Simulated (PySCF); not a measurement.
# CCl3F (CFCl3): the cost of one run

Computed with PySCF 2.14.0, with density-fitted response routines of our own, on a single molecule in the gas phase. Atoms count from 0, in the outputs and in this text.

**1. Starting geometry**

5 atoms, charge 0, multiplicity 1; geometry from: GFN2-xTB.

Bonds of the start (Å): F0–C1 1.34, C1–Cl2 1.77, C1–Cl3 1.77, C1–Cl4 1.77.

**2. NMR shieldings: X3LYP/ANO-RCC-VDZP**

What the job is given:

```
{"job": {"kind": "nmr", "xc": "X3LYP", "basis": "ANO-RCC-VDZP", "pop": false}, "charge": 0, "multiplicity": 1}
F      0.060305    -0.141039     1.396058
C      0.004642    -0.006315     0.066724
Cl    -0.457934     1.660563    -0.312646
Cl     1.602752    -0.370613    -0.603874
Cl    -1.201142    -1.139743    -0.563447
```

With the program's defaults for keys left out, this is: GIAO X3LYP/ANO-RCC-VDZP NMR shielding, non-relativistic, gas phase.

Run with:

```sh
$ OMP_NUM_THREADS=1 python probes_run.py task.json out
```

The driver reads the jobs from task.json and runs them one after another.

**Question.** How long does this first job take on 1 thread of Intel Xeon at 2.30GHz, shared host, and how much memory does it need?

About 6 s, with a peak of 0.44 GiB.
